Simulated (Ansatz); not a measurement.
# SiH3F (built from SMILES F.[SiH2]): search for a transition state

Is there a first-order saddle for this insertion of a carbenoid, which should form Si1–H2, Si1–F3 and break H2–F3, and which two structures does it connect?

Method: PBE0-D4, def2-SVP first, then def2-TZVP; program: Ansatz 0.2.0, Gaussian basis.

114 further runs of the same task are left out: 114 set aside as unsound or not needed.

### Step 1. Where the work starts

The guess: 5 atoms, charge 0, spin multiplicity 1.

Atoms are counted from 1 here; the program's logs count them from 0.

Bond lengths: Si1–H2 1.558 Å, Si1–H4 1.463 Å, Si1–H5 1.464 Å. Angles: H2–Si1–H4 117.4°, H2–Si1–H5 124.6°, H4–Si1–H5 105.3°.

Coordinates:

```
Si   -0.44540    0.01970    0.34340
H    -0.03580   -1.04440   -0.71890
F     1.00250   -0.55050   -1.12270
H     0.46260    0.23110    1.47060
H    -0.98390    1.34410    0.02780
```

Distances that are to change: Si1–H2 1.56 Å, Si1–F3 2.14 Å, H2–F3 1.22 Å.

### Step 2. Constrained relaxation of the guess

hold/in.yaml

```yaml
crystal:
  periodic: [false, false, false]
  atoms:
    - {symbol: Si, position_ang: [-0.445400, 0.019700, 0.343400]}
    - {symbol: H, position_ang: [-0.035800, -1.044400, -0.718900]}
    - {symbol: F, position_ang: [1.002500, -0.550500, -1.122700]}
    - {symbol: H, position_ang: [0.462600, 0.231100, 1.470600]}
    - {symbol: H, position_ang: [-0.983900, 1.344100, 0.027800]}
basis:
  gaussian: {orbitals: def2-SVP}
hamiltonian: {xc: pbe0, dispersion: d4}
relax: {f_tol: 0.04, max_steps: 150, escape_saddle: false, constraints: [{distance: [0, 1]}, {distance: [0, 2]}, {distance: [1, 2]}]}
```

Run with:

```sh
> ansatz run in.yaml --threads 2 --pin off --events-out ev --progress --plain --max-ram 4352MiB
```

The log of the run, shortened:

```text
Functional definition: PBE0
  name "PBE0"
  cite "Adamo & Barone, J. Chem. Phys. 110, 6158 (1999) doi:10.1063/1.478522"
  cite "Perdew, Burke & Ernzerhof, Phys. Rev. Lett. 77, 3865 (1996) doi:10.1103/PhysRevLett.77.3865"
  parent pbe
[...]
481 factors; integrals over basis functions are off by at most 4.3e-4 eV
[...]
mean field -10629.91474566 eV, -390.6421616880 hartree, gradient 1.8e-5 eV, S^2 0.000000; 0 other end points of the search recorded, 0 dependent functions left out
[...]
reference -10629.91476441 eV, -390.6421623769 hartree; 13, 13 occupied and 34, 34 virtual orbitals, 481 factors
relax step   1: F+E_penalty+E_count = -10629.95356465 eV  Δ(F+E_penalty+E_count) = +0.000e0 eV  max|allowed force component| = 6.848e-1 eV/Å  Δτ_max = 0.0000 Å  (22 SCF iters, accepted)
[...]
relax step   2: F+E_penalty+E_count = -10629.99643182 eV  Δ(F+E_penalty+E_count) = -4.287e-2 eV  max|allowed force component| = 1.794e-1 eV/Å  Δτ_max = 0.0635 Å  (22 SCF iters, accepted)
[...]
relax step   3: F+E_penalty+E_count = -10630.00115791 eV  Δ(F+E_penalty+E_count) = -4.726e-3 eV  max|allowed force component| = 1.910e-2 eV/Å  Δτ_max = 0.0340 Å  (22 SCF iters, accepted)
  distance Si 0 - H 1 held at 1.558385 Å   reaction = -1.0910e0 eV/Å
  distance Si 0 - F 2 held at 2.137988 Å   reaction = +1.2511e0 eV/Å
  distance H 1 - F 2 held at 1.218630 Å   reaction = -7.7442e-2 eV/Å
481 factors; integrals over basis functions are off by at most 4.8e-4 eV
[...]
mean field -10629.96202568 eV, -390.6438991968 hartree, gradient 1.5e-5 eV, S^2 0.000000; 1 other end points of the search recorded, 0 dependent functions left out
[...]
reference -10629.96204467 eV, -390.6438998946 hartree; 13, 13 occupied and 34, 34 virtual orbitals, 481 factors
Total energy: -10630.00117690 eV, -390.6453379776 hartree
Atom 0 at    -0.437405    -0.019741     0.365781 Å, force     0.537827     0.455092    -0.141635 eV/Å
Atom 1 at    -0.023031    -1.064231    -0.713986 Å, force     0.223563    -0.758517    -0.723894 eV/Å
Atom 2 at     0.954630    -0.507256    -1.181978 Å, force    -0.752449     0.318778     0.875506 eV/Å
Atom 3 at     0.442037     0.248123     1.554869 Å, force    -0.018541     0.003149    -0.019102 eV/Å
Atom 4 at    -0.936231     1.343104    -0.024486 Å, force     0.009600    -0.018502     0.009125 eV/Å
Dipole moment:    -0.305905     0.061179     0.307837 e Å
```

Wall time 1.6 s (2 threads of Intel Xeon Platinum 8488C, shared host).

The steps of the relaxation:

```
step  energy from step 1 (eV)  largest force component (eV/Å)
   1                   0.0000                          0.6848
   2                  -0.0429                          0.1794
   3                  -0.0476                          0.0191
```

Close pairs (by a distance rule), those that changed most:

```
  bond  before (Å)  after (Å)  change (Å)
Si1–H4       1.463      1.503      +0.040
Si1–H5       1.464      1.503      +0.039
Si1–H2       1.558      1.558      +0.000
```

### Step 3. Force constants to start from

hessian/in.yaml

```yaml
crystal:
  periodic: [false, false, false]
  atoms:
    - {symbol: Si, position_ang: [-0.437405, -0.019741, 0.365781]}
    - {symbol: H, position_ang: [-0.023031, -1.064231, -0.713986]}
    - {symbol: F, position_ang: [0.954630, -0.507256, -1.181978]}
    - {symbol: H, position_ang: [0.442037, 0.248123, 1.554869]}
    - {symbol: H, position_ang: [-0.936231, 1.343104, -0.024486]}
basis:
  gaussian: {orbitals: def2-SVP}
hamiltonian: {xc: pbe0, dispersion: d4}
phonons: {}
scf: {lower_state_search: off}
```

Run with:

```sh
> ansatz run in.yaml --threads 2 --pin off --events-out ev --progress --plain --max-ram 4352MiB
```

The log of the run, shortened:

```text
[... 5 set-up lines as earlier in the session ...]
[...]
483 factors; integrals over basis functions are off by at most 2.9e-4 eV
[...]
mean field -10629.96202889 eV, -390.6438993147 hartree, gradient 2.9e-6 eV, S^2 0.000000; 0 other end points of the search recorded, 0 dependent functions left out
[...]
reference -10629.96204786 eV, -390.6439000119 hartree; 13, 13 occupied and 34, 34 virtual orbitals, 483 factors
[... from here to the last solve, the lines of the solves are left out (29 solves) ...]
483 factors; integrals over basis functions are off by at most 2.9e-4 eV
mean field -10629.96199337 eV, -390.6438980093 hartree, gradient 6.8e-6 eV, S^2 0.000000; 0 other end points of the search recorded, 0 dependent functions left out
[...]
reference -10629.96201234 eV, -390.6438987066 hartree; 13, 13 occupied and 34, 34 virtual orbitals, 483 factors
WARN: phonons: modes at or below zero, which the zero-point energy, F, S and C_V leave out: 1, the lowest at -1178.83 cm⁻¹. A minimum has none, and a first-order saddle one
Total energy: -10630.00118009 eV, -390.6453380947 hartree
Atom 0 at    -0.437405    -0.019741     0.365781 Å, force     0.537789     0.455070    -0.141611 eV/Å
Atom 1 at    -0.023031    -1.064231    -0.713986 Å, force     0.223557    -0.758504    -0.723865 eV/Å
Atom 2 at     0.954630    -0.507256    -1.181978 Å, force    -0.752434     0.318797     0.875471 eV/Å
Atom 3 at     0.442037     0.248123     1.554869 Å, force    -0.018543     0.003152    -0.019105 eV/Å
Atom 4 at    -0.936231     1.343104    -0.024486 Å, force     0.009631    -0.018515     0.009110 eV/Å
Dipole moment:    -0.305906     0.061177     0.307837 e Å
Vibrations: -1178.83 355.99 495.94 711.86 762.11 1023.37 2030.54 2192.35 2206.32 cm⁻¹, zero-point energy 0.606189 eV
Checks for a lower state left out: stability, starts, cluster_reference, orbital_swaps, neighbouring_geometries, increment
```

Wall time 7.5 s (2 threads of Intel Xeon Platinum 8488C, shared host).

The structure is not stationary yet, so these wavenumbers are no spectrum; the search needs only the force constants.

### Step 4. Saddle search in the small basis

The search itself is an outer loop (partitioned rational-function steps, Bofill update of the Hessian). Each step is one single-point run with forces. It stops when the largest force is under 0.04 eV/Å and the followed curvature is negative. The first step's input:

presaddle/in.yaml

```yaml
crystal:
  periodic: [false, false, false]
  atoms:
    - {symbol: Si, position_ang: [-0.437405, -0.019741, 0.365781]}
    - {symbol: H, position_ang: [-0.023031, -1.064231, -0.713986]}
    - {symbol: F, position_ang: [0.954630, -0.507256, -1.181978]}
    - {symbol: H, position_ang: [0.442037, 0.248123, 1.554869]}
    - {symbol: H, position_ang: [-0.936231, 1.343104, -0.024486]}
basis:
  gaussian: {orbitals: def2-SVP}
hamiltonian: {xc: pbe0, dispersion: d4}
output: {forces: true}
scf: {lower_state_search: off}
```

Run with:

```sh
> ansatz run in.yaml --threads 2 --pin off --events-out ev --progress --plain --max-ram 4352MiB
```

The driver's record:

```
step   energy (eV)  largest force (eV/Å)  followed curvature (eV/Å²)
   1  -10630.00118                0.8754                      -12.07
   2  -10630.16830                0.3417                      -12.02
   3  -10630.18069                0.0930                      -11.86
   4  -10630.18124                0.0141                      -11.20
```

The 4 steps took 1.4 s in all (2 threads of Intel Xeon Platinum 8488C, shared host).

### Step 5. Saddle search in triple zeta

A small driver takes partitioned rational-function steps: uphill along one mode, downhill along the rest. It calls the program once a step for energy and forces and updates the Hessian by Bofill's formula. It stops when the largest force is under 0.01 eV/Å and the followed curvature is negative. The first step's input:

saddle/in.yaml

```yaml
crystal:
  periodic: [false, false, false]
  atoms:
    - {symbol: Si, position_ang: [-0.437371, -0.030702, 0.359945]}
    - {symbol: H, position_ang: [0.001864, -1.149752, -0.796769]}
    - {symbol: F, position_ang: [0.859722, -0.428592, -1.045385]}
    - {symbol: H, position_ang: [0.469628, 0.263440, 1.523774]}
    - {symbol: H, position_ang: [-0.893843, 1.345606, -0.041366]}
basis:
  gaussian: {orbitals: def2-TZVP}
hamiltonian: {xc: pbe0, dispersion: d4}
output: {forces: true}
scf: {lower_state_search: off}
```

Run with:

```sh
> ansatz run in.yaml --threads 2 --pin off --events-out ev --progress --plain --max-ram 4352MiB
```

The driver's record:

```
step   energy (eV)  largest force (eV/Å)  followed curvature (eV/Å²)
   1  -10636.37693                0.1535                      -11.20
   2  -10636.37556                0.0720                      -13.27
   3  -10636.37557                0.0060                      -11.52
```

The 3 steps took 1.6 s in all (2 threads of Intel Xeon Platinum 8488C, shared host).

Geometry at the end of the search:

```
Si   -0.44979   -0.03151    0.37017
H     0.01157   -1.14620   -0.80274
F     0.85340   -0.43016   -1.04092
H     0.46961    0.26644    1.51417
H    -0.88479    1.34142   -0.04048
```

Followed mode, largest move set to 1: H2 (-0.81, -0.28, 0.52); Si1 (0.72, 0.02, -0.61); F3 (0.38, 0.55, 0.05); H4 (-0.10, -0.18, 0.06).

### Step 6. Vibrations at the point found

vib/in.yaml

```yaml
crystal:
  periodic: [false, false, false]
  atoms:
    - {symbol: Si, position_ang: [-0.449785, -0.031505, 0.370169]}
    - {symbol: H, position_ang: [0.011570, -1.146198, -0.802735]}
    - {symbol: F, position_ang: [0.853399, -0.430156, -1.040925]}
    - {symbol: H, position_ang: [0.469611, 0.266436, 1.514166]}
    - {symbol: H, position_ang: [-0.884795, 1.341423, -0.040476]}
basis:
  gaussian: {orbitals: def2-TZVP}
hamiltonian: {xc: pbe0, dispersion: d4}
phonons: {temperatures: {t_min: 298.15, t_max: 900, t_step: 200}}
```

Run with:

```sh
> ansatz run in.yaml --threads 2 --pin off --events-out ev --progress --plain --max-ram 4352MiB
```

The log of the run, shortened:

```text
[... 5 set-up lines as earlier in the session ...]
[...]
556 factors; their error is unknown
[...]
mean field -10636.33588854 eV, -390.8781343363 hartree, gradient 1.3e-5 eV, S^2 0.000000; 0 other end points of the search recorded, 0 dependent functions left out
[...]
reference -10636.33591271 eV, -390.8781352247 hartree; 13, 13 occupied and 73, 73 virtual orbitals, 556 factors
[... from here to the last solve, the lines of the solves are left out (29 solves) ...]
556 factors; their error is unknown
[...]
mean field -10636.33587537 eV, -390.8781338523 hartree, gradient 9.0e-7 eV, S^2 0.000000; 0 other end points of the search recorded, 0 dependent functions left out
[...]
reference -10636.33589954 eV, -390.8781347407 hartree; 13, 13 occupied and 73, 73 virtual orbitals, 556 factors
WARN: phonons: modes at or below zero, which the zero-point energy, F, S and C_V leave out: 1, the lowest at -1178.66 cm⁻¹. A minimum has none, and a first-order saddle one
Total energy: -10636.37556759 eV, -390.8795925146 hartree
Atom 0 at    -0.449785    -0.031505     0.370169 Å, force     0.001419     0.005171     0.002078 eV/Å
Atom 1 at     0.011570    -1.146198    -0.802735 Å, force     0.005454     0.001819    -0.003314 eV/Å
Atom 2 at     0.853399    -0.430156    -1.040925 Å, force    -0.003689    -0.006033    -0.001000 eV/Å
Atom 3 at     0.469611     0.266436     1.514166 Å, force    -0.000618    -0.001261     0.002186 eV/Å
Atom 4 at    -0.884795     1.341423    -0.040476 Å, force    -0.002566     0.000304     0.000050 eV/Å
Dipole moment:    -0.119533    -0.014272     0.094283 e Å
Vibrations: -1178.66 426.15 554.36 699.73 786.47 1022.02 1939.12 2163.72 2178.88 cm⁻¹, zero-point energy 0.605691 eV
```

It took 12 s on 2 threads of Intel Xeon Platinum 8488C, shared host.

Wavenumbers and character of the modes:

```
mode  wavenumber (cm⁻¹)              character
   1              1179i  changes Si1–H2, H2–F3
   2                426                   bend
   3                554                   bend
   4                700                torsion
   5                786      bend with torsion
   6               1022      bend with torsion
   7               1939   Si–H and F–H stretch
   8               2164           Si–H stretch
   9               2179           Si–H stretch
```

Vibrational sums (real modes only):

```
T (K)  entropy (J/mol/K)  heat capacity (J/mol/K)
  298                8.5                     18.5
  498               21.4                     32.0
  698               33.7                     41.2
  898               45.0                     47.8
```

### Step 7. Relaxing after a step of 0.30 Å one way along the mode

downa/in.yaml

```yaml
crystal:
  periodic: [false, false, false]
  atoms:
    - {symbol: Si, position_ang: [-0.235101, -0.024246, 0.187469]}
    - {symbol: H, position_ang: [-0.231445, -1.228848, -0.647453]}
    - {symbol: F, position_ang: [0.966791, -0.265486, -1.025922]}
    - {symbol: H, position_ang: [0.438784, 0.212345, 1.533542]}
    - {symbol: H, position_ang: [-0.939028, 1.306235, -0.047435]}
basis:
  gaussian: {orbitals: def2-TZVP}
hamiltonian: {xc: pbe0, dispersion: d4}
relax: {f_tol: 0.005, max_steps: 200}
```

Run with:

```sh
> ansatz run in.yaml --threads 2 --pin off --events-out ev --progress --plain --max-ram 4352MiB
```

The log of the run, shortened:

```text
[... 5 set-up lines as earlier in the session ...]
[...]
556 factors; their error is unknown
[...]
mean field -10637.82953172 eV, -390.9330247107 hartree, gradient 2.7e-5 eV, S^2 0.000000; 0 other end points of the search recorded, 0 dependent functions left out
[...]
reference -10637.82955647 eV, -390.9330256205 hartree; 13, 13 occupied and 73, 73 virtual orbitals, 556 factors
relax step   1: F+E_penalty+E_count = -10637.86722902 eV  Δ(F+E_penalty+E_count) = +0.000e0 eV  max|allowed force component| = 2.880e0 eV/Å  Δτ_max = 0.0000 Å  (23 SCF iters, accepted)
[...]
556 factors; their error is unknown
[...]
mean field -10640.14968949 eV, -391.0182889364 hartree, gradient 3.4e-5 eV, S^2 0.000000; 1 other end points of the search recorded, 0 dependent functions left out
[...]
reference -10640.14971417 eV, -391.0182898433 hartree; 13, 13 occupied and 73, 73 virtual orbitals, 556 factors
Total energy: -10640.18816057 eV, -391.0197027222 hartree
Atom 0 at    -0.031664    -0.004212     0.024720 Å, force     0.000311     0.000069    -0.000223 eV/Å
Atom 1 at    -0.696836    -1.291384    -0.285729 Å, force     0.000039     0.000090     0.000028 eV/Å
Atom 2 at     1.223249     0.162495    -0.953573 Å, force    -0.000272    -0.000078     0.000183 eV/Å
Atom 3 at     0.462260     0.003427     1.421719 Å, force    -0.000019    -0.000056     0.000028 eV/Å
Atom 4 at    -0.957008     1.129674    -0.206937 Å, force    -0.000058    -0.000025    -0.000016 eV/Å
Dipole moment:    -0.207290    -0.027546     0.161591 e Å
```

It took 5.5 s on 2 threads of Intel Xeon Platinum 8488C, shared host.

Relaxation path:

```
step  energy from step 1 (eV)  largest force component (eV/Å)
   1                   0.0000                          2.8796
   2                  -1.2318                          2.3349
   3                  -2.0442                          0.9091
   4                  -2.2977                          0.4871
   5                  -2.3188                          0.1508
   6                  -2.3209                          0.0142
   7                  -2.3209                          0.0003
```

Close pairs (by a distance rule), those that changed most:

```
  bond  before (Å)  after (Å)  change (Å)
Si1–F3       1.725      1.600      -0.125
Si1–H4       1.524      1.482      -0.042
Si1–H5       1.523      1.482      -0.042
Si1–H2       1.466      1.482      +0.016
```

### Step 8. Relaxing after a step of 0.30 Å the other way along the mode

downb/in.yaml

```yaml
crystal:
  periodic: [false, false, false]
  atoms:
    - {symbol: Si, position_ang: [-0.664469, -0.038765, 0.552870]}
    - {symbol: H, position_ang: [0.254586, -1.063547, -0.958017]}
    - {symbol: F, position_ang: [0.740007, -0.594827, -1.055928]}
    - {symbol: H, position_ang: [0.500437, 0.320527, 1.494790]}
    - {symbol: H, position_ang: [-0.830561, 1.376612, -0.033516]}
basis:
  gaussian: {orbitals: def2-TZVP}
hamiltonian: {xc: pbe0, dispersion: d4}
relax: {f_tol: 0.005, max_steps: 200}
```

Run with:

```sh
> ansatz run in.yaml --threads 2 --pin off --events-out ev --progress --plain --max-ram 4352MiB
```

The log of the run, shortened:

```text
[... 5 set-up lines as earlier in the session ...]
[...]
556 factors; their error is unknown
[...]
mean field -10633.01373311 eV, -390.7560473761 hartree, gradient 2.1e-5 eV, S^2 0.000000; 0 other end points of the search recorded, 0 dependent functions left out
[...]
reference -10633.01375661 eV, -390.7560482399 hartree; 13, 13 occupied and 73, 73 virtual orbitals, 556 factors
relax step   1: F+E_penalty+E_count = -10633.05535252 eV  Δ(F+E_penalty+E_count) = +0.000e0 eV  max|allowed force component| = 2.685e1 eV/Å  Δτ_max = 0.0000 Å  (24 SCF iters, accepted)
[...]
556 factors; their error is unknown
mean field -10636.66203906 eV, -390.8901201469 hartree, gradient 5.9e-5 eV, S^2 0.000000; 1 other end points of the search recorded, 0 dependent functions left out
[...]
reference -10636.66206280 eV, -390.8901210193 hartree; 13, 13 occupied and 73, 73 virtual orbitals, 556 factors
Total energy: -10636.70378105 eV, -390.8916541369 hartree
Atom 0 at    -0.729115     0.041143     0.663773 Å, force    -0.000053    -0.000461    -0.000309 eV/Å
Atom 1 at     0.349768    -1.343509    -1.233818 Å, force     0.000609     0.000585    -0.000135 eV/Å
Atom 2 at     0.701509    -0.524890    -0.974219 Å, force    -0.000926    -0.000680     0.000323 eV/Å
Atom 3 at     0.480753     0.404190     1.508830 Å, force    -0.000056     0.000491    -0.000204 eV/Å
Atom 4 at    -0.802915     1.423066     0.035633 Å, force     0.000425     0.000065     0.000325 eV/Å
Dipole moment:     0.095695    -0.356744    -0.330075 e Å
```

Run time: 6 s. Hardware: 2 threads of Intel Xeon Platinum 8488C, shared host.

Relaxation path:

```
step  energy from step 1 (eV)  largest force component (eV/Å)
   1                   0.0000                         26.8472
   2                  -3.5450                          1.3962
   3                  -3.5894                          1.0082
   4                  -3.6114                          0.4590
   5                  -3.6386                          0.2338
   6                  -3.6438                          0.3981
   7                  -3.6483                          0.0705
   8                  -3.6483                          0.0170
   9                  -3.6484                          0.0009
```

Close pairs (by a distance rule), those that changed most:

```
  bond  before (Å)  after (Å)  change (Å)
 H2–F3       0.682      0.928      +0.246
Si1–H5       1.541      1.520      -0.021
Si1–H4       1.541      1.520      -0.021
```

### Step 9. What the saddle joins

```
  pair  start side (Å)  saddle (Å)  end side (Å)
Si1–H2           2.585       1.683         1.482
Si1–F3           2.247       1.962         1.600
 H2–F3           0.928       1.131         2.499
```

### Step 10. Results

| quantity | value |
| --- | --- |
| imaginary mode | 1179i cm⁻¹ |
| barrier from the start side | 31.7 kJ/mol |
| barrier from the end side | 367.9 kJ/mol |
| energy of the step | -336.2 kJ/mol |
| pairs that change | Si1–H2 formed, Si1–F3 formed, H2–F3 broken |
| zero-point energy at the saddle | 0.606 eV |

In words: The point has a single imaginary mode (1179i cm⁻¹), as a transition state must. The two relaxations end on the structures that were planned. At PBE0-D4/def2-TZVP the electronic barrier is 31.7 kJ/mol, about 13 kT at 298 K, and the step runs 336.2 kJ/mol downhill. With so stiff a mode tunnelling counts: Wigner's rough correction is a factor of 2.3 at 298 K. A step off the saddle overshot and began above it in energy, so the link to its end is likely but not proven. Lower complexes than these ends may exist.
